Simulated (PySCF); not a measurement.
Reaction (SMILES): C=CC → C=[C-]C + H+
B3LYP-D3(BJ)/def2-TZVP geometries, fixed; electronic energies without zero-point terms.

Effect of the atomic grid (radial, angular points) at M06-2X/aug-cc-pVTZ with PySCF, against the last row, where the deprotonation energy is 412.86 kcal/mol. The proton leaves the site shown, which need not be the most acidic. Cost is core time over that of atom_grid: 30, 110, unpruned, rough, on shared machines of one kind.

```json
[
 {"setting": "atom_grid: 30, 110, unpruned", "grid points, largest species": "29704", "largest shift of a total energy (mEh)": "-1.659", "shift of the deprotonation energy (kcal/mol)": "0.261", "cost": "1×"},
 {"setting": "atom_grid: 50, 194, unpruned", "grid points, largest species": "87304", "largest shift of a total energy (mEh)": "0.158", "shift of the deprotonation energy (kcal/mol)": "-0.130", "cost": "2×"},
 {"setting": "atom_grid: 75, 302, unpruned", "grid points, largest species": "203856", "largest shift of a total energy (mEh)": "-0.006", "shift of the deprotonation energy (kcal/mol)": "0.006", "cost": "3×"},
 {"setting": "atom_grid: 99, 590, unpruned", "grid points, largest species": "525696", "largest shift of a total energy (mEh)": "0.002", "shift of the deprotonation energy (kcal/mol)": "-0.001", "cost": "8×"},
 {"setting": "atom_grid: 150, 974, unpruned", "grid points, largest species": "1314904", "largest shift of a total energy (mEh)": "0.000", "shift of the deprotonation energy (kcal/mol)": "0.000", "cost": "20×"}
]
```

Within 0.1 kcal/mol in the deprotonation energy: atom_grid: 75, 302, unpruned; atom_grid: 99, 590, unpruned. The largest shift is 1.659 mEh in a total energy and 0.261 kcal/mol in the difference.
